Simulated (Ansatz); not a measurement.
Process, species as SMILES: CO (CH3-OH) + [H][H] (H2) → C (CH4) + O (H2O)
B3LYP-D3(BJ)/def2-TZVP geometries, fixed; electronic energies without zero-point terms.

Energies in hartree at PBE0 with Ansatz (a program for electronic structure); the energy of full hydrogenation is their sum with the coefficients shown, times 627.509 kcal/mol a hartree. All functions are spherical. The program fits the integrals of some runs and decomposes those of others, by size. No added dispersion term, no relativity.

```csv
species,coefficient,part,cc-pVDZ,cc-pVTZ,cc-pVQZ
CO (CH3-OH),-1,PBE0,-115.58986,-115.63352,-115.64442
[H][H] (H2),-1,PBE0,-1.16341,-1.16848,-1.16892
C (CH4),+1,PBE0,-40.45722,-40.47443,-40.47749
O (H2O),+1,PBE0,-76.33882,-76.37433,-76.38349
```

**Question.** Predict the energy of full hydrogenation in cc-pV5Z (X = 5): let each PBE0 step shrink by the ratio of the last two. Compare with the run.

**Answer.** 
- CO (CH3-OH): steps -0.04366 and -0.01090, ratio 0.250, so PBE0 -115.64714 (run: -115.64796).
- [H][H] (H2): steps -0.00507 and -0.00044, ratio 0.087, so PBE0 -1.16896 (run: -1.16905).
- C (CH4): steps -0.01721 and -0.00306, ratio 0.178, so PBE0 -40.47803 (run: -40.47849).
- O (H2O): steps -0.03551 and -0.00916, ratio 0.258, so PBE0 -76.38585 (run: -76.38683).
Predicted -29.98 kcal/mol; the run in cc-pV5Z gives -30.31, a miss of 0.33. Keeping the value in cc-pVQZ, -29.89, would miss by 0.42. All sums are of the energies as printed.
